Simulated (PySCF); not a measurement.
## How well do the runs reproduce experiment for oxazole?

**What was measured.**

From NIST CCCBDB Release 22 (SRD 101), experimental dipoles, for the gas: dipole moment 1.503 D.

The results are set against them at the end.

Compound: oxazole, C₃H₃NO.
Atom-mapped SMILES: `[cH:1]1[cH:2][o:3][cH:4][n:5]1` (hydrogens: H6 on C1; H7 on C2; H8 on C4)

Structure used (GFN2-xTB), in Å, numbered top down from 1:
```xyz
8
C3H3NO angstrom
C     -0.8332   -0.5312    0.2447
C     -0.6649    0.7445   -0.1926
O      0.6569    0.9489   -0.3735
C      1.2278   -0.2119   -0.0378
N      0.3938   -1.1230    0.3358
H     -1.7283   -1.0599    0.4965
H     -1.3359    1.5512   -0.4015
H      2.2929   -0.3092   -0.0962
```

Runs made with PySCF (gas phase, on this GFN2-xTB geometry; no spin–orbit coupling):

| level | job | basis functions |
| --- | --- | --- |
| PBE0/pcSseg-1, level shift 0.1 Eh | shieldings, ring-centre shieldings, charges and field gradients | 100 |
| PBE0/def2-TZVP | shieldings, ring-centre shieldings | 173 |
| WP04/cc-pVTZ | shieldings, ring-centre shieldings | 192 |
| PBE0/pcJ-1, energy threshold 1e-07 Eh | shieldings, ring-centre shieldings | 165 |
| CAM-B3LYP/def2-SVPD | 8 singlets by full TDDFT, 3 Tamm–Dancoff triplets, polarisability | 127 |
| PBE0/def2-SVPD | 6 singlets by full TDDFT, 2 Tamm–Dancoff triplets, polarisability | 127 |
| HF/6-31++G**, start guess vsap | 6 singlets by TDHF, 2 Tamm–Dancoff triplets, polarisability | 108 |
| B3LYP/pcJ-1 | spin–spin couplings from 8 perturbed nuclei | 165 |
| B97-D/6-31G, energy threshold 1e-08 Eh | spin–spin couplings from 8 perturbed nuclei | 51 |

All basis functions are spherical.

Results beside the measurements:

**Dipole moment.** Measured: 1.503 D (NIST CCCBDB Release 22 (SRD 101), experimental dipoles).

| level | computed (D) | computed − measured (D) | % (from the printed values) |
| --- | --- | --- | --- |
| PBE0/pcSseg-1 | 1.591 | +0.088 | +6 |
| PBE0/def2-TZVP | 1.550 | +0.047 | +3 |
| WP04/cc-pVTZ | 1.484 | -0.019 | -1 |
| PBE0/pcJ-1 | 1.587 | +0.084 | +6 |
| CAM-B3LYP/def2-SVPD | 1.556 | +0.053 | +4 |
| PBE0/def2-SVPD | 1.540 | +0.037 | +2 |
| HF/6-31++G** | 1.552 | +0.049 | +3 |
| B3LYP/pcJ-1 | 1.570 | +0.067 | +4 |
| B97-D/6-31G | 1.600 | +0.097 | +6 |

Closest is WP04/cc-pVTZ (-0.019 D), furthest B97-D/6-31G (+0.097 D); one molecule doesn't rank methods. The computed dipoles belong to one fixed geometry; measured ones are averaged over vibrations unless marked μe. Magnitudes are compared, not signs.

No measured geometry was used, and the causes of the misses weren't examined.

Note: B97-D ran without an empirical dispersion term, which enters the total energy and its gradient alone.
